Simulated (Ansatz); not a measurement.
**[BPH4]− (SMILES [BH2-]P): methods side by side**

[BPH4]−: 6 atoms, total charge -1, spin state doublet. As SMILES, `[BH2-]P`. The coordinates come from a GFN2-xTB relaxation.

```xyz
6

B     0.0583   -0.9045   -0.0634
P     0.5945    0.8594   -0.0697
H    -1.0748   -1.2266    0.1373
H     0.8875   -1.7334   -0.2663
H    -0.4220    1.5536   -0.8165
H    -0.0435    1.4515    1.0785
```

Each level gives the energy change with the B1–H4 bond stretched from 1.190 to 2.975 Å (eV). The values are calculated.

| level | kind | program | value (eV) |
| --- | --- | --- | --- |
| U-r2SCAN0/STO-3G | hybrid meta-GGA | Ansatz | ? |
| UB3LYP/STO-3G | global hybrid | Ansatz | ? |
| UBHLYP/STO-3G | global hybrid | Ansatz | 6.06 |
| UCAM-B3LYP/STO-3G | range-separated hybrid | Ansatz | 6.07 |
| UMP2/STO-3G | perturbation theory | Ansatz | 5.51 |
| UBCCD(T)/STO-3G | coupled cluster or CI | Ansatz | 5.60 |
| UCCSDTQ/STO-3G | coupled cluster or CI | Ansatz | 5.56 |
| FCI/STO-3G | exact in the basis | Ansatz | 5.56 |

Question: Estimate what the levels marked ? give.

Answer: As computed at these levels: U-r2SCAN0/STO-3G: 5.81 eV; UB3LYP/STO-3G: 5.79 eV. Sets without diffuse functions describe the anion poorly. The first shape isn't each level's own minimum. The values span 5.51 to 6.07 eV. Spin contamination of the reference (⟨S²⟩ at least 0.1 too high) touches U-r2SCAN0/STO-3G, UB3LYP/STO-3G, UBHLYP/STO-3G, UCAM-B3LYP/STO-3G, UMP2/STO-3G, UBCCD(T)/STO-3G, UCCSDTQ/STO-3G. All rows use very small basis sets, so even the best lies far from the true value.
